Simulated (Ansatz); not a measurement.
Density of states of VBrO (Pmmn, a = 3.428 Å, b = 3.763 Å, c = 8.698 Å, α = 90.00°, β = 90.00°, γ = 90.00°), in states per eV and primitive cell, averaged over bins of 0.4 eV. Theory: DFT r2SCAN, scalar-relativistic, plane waves, PAW (Ansatz).

Settings: cutoff 500 eV, Γ-centred mesh 10×10×4 on the computed 6-atom cell, Gaussian smearing of 0.01 eV; collinear spin from starting moments 1.69 1.69 0 0 0 0 μB.

The cell is relaxed at this level. The states (both spins) are summed by tetrahedra on a 15×15×6 mesh at the self-consistent density. Energies are bin centres; the table starts no lower than −8 eV and ends at 6 eV, or lower where the solved bands end.

The gap is 0.25 eV at this level, with the zero inside it.

```tsv
E − E_F (eV)	total	V 3d up	V 3d down	O 2p up	Br 4p up	Br 4p down	O 2p down	V 4s up
-7.45	0.80	0.14	0.00	0.57	0.02	0.00	0.01	0.05
-7.05	3.04	0.31	0.18	1.18	0.04	0.03	1.09	0.07
-6.65	3.07	0.36	0.17	1.26	0.08	0.03	1.01	0.04
-6.25	3.56	0.38	0.25	1.21	0.09	0.10	1.38	0.03
-5.85	5.20	0.70	0.35	1.85	0.31	0.22	1.60	0.03
-5.45	5.46	0.50	0.51	1.25	0.63	0.49	1.88	0.05
-5.05	4.73	0.36	0.33	0.86	0.82	0.96	1.20	0.05
-4.65	3.37	0.28	0.23	0.61	0.71	0.66	0.77	0.02
-4.25	4.52	0.30	0.23	0.80	1.08	1.15	0.81	0.03
-3.85	6.08	0.35	0.23	0.87	1.73	1.50	1.23	0.04
-3.45	7.00	0.36	0.24	0.62	2.43	2.47	0.69	0.03
-3.05	6.23	0.33	0.16	0.38	2.29	2.43	0.52	0.02
-2.65	4.56	0.32	0.13	0.13	1.77	1.94	0.20	0.00
-2.25	2.18	0.14	0.08	0.04	0.52	1.30	0.07	0.00
-1.85	0.21	0.02	0.01	0.00	0.00	0.18	0.00	0.00
-1.45	0.64	0.58	0.00	0.03	0.03	0.00	0.00	0.00
-1.05	2.66	2.20	0.00	0.17	0.25	0.00	0.00	0.01
-0.65	4.33	3.48	0.00	0.36	0.43	0.00	0.00	0.02
-0.25	2.36	1.84	0.00	0.30	0.18	0.00	0.00	0.02
0.15	1.05	0.96	0.00	0.04	0.03	0.00	0.00	0.00
0.55	2.05	1.76	0.00	0.11	0.12	0.00	0.00	0.01
0.95	1.40	1.14	0.00	0.13	0.08	0.00	0.00	0.01
1.35	1.56	0.36	1.01	0.06	0.03	0.01	0.03	0.00
1.75	2.78	0.41	2.04	0.02	0.04	0.09	0.06	0.00
2.15	6.35	2.74	2.35	0.26	0.39	0.08	0.13	0.02
2.55	6.97	1.50	4.16	0.32	0.25	0.27	0.19	0.00
2.95	7.30	1.44	4.52	0.46	0.13	0.23	0.19	0.01
3.35	5.12	0.98	2.94	0.39	0.07	0.21	0.27	0.02
3.75	2.40	0.00	1.78	0.00	0.00	0.12	0.36	0.00
4.15	3.03	0.00	2.13	0.00	0.00	0.13	0.62	0.00
4.55	0.02	0.00	0.00	0.00	0.00	0.00	0.00	0.01
4.95	0.11	0.00	0.00	0.00	0.00	0.00	0.00	0.04
5.35	0.23	0.00	0.00	0.00	0.01	0.00	0.00	0.06
5.75	0.36	0.00	0.00	0.01	0.01	0.01	0.00	0.10
```

The columns after the total are the main Löwdin projections on the occupied valence shells of the potentials; 5 others are left out. The rest of the total lies in those, in shells that are empty in the free atom, which aren't projected, and between the atoms.

The state reached may not be the lowest one. Moments started parallel, and an antiferromagnetic order may lie lower. The cell holds layers, and where no dispersion correction was added their binding is poorly described.

Only this magnetic start was tried.

Cost: 1 run of about 8.7 core-minutes, on Arm Neoverse V1 (shared hosts).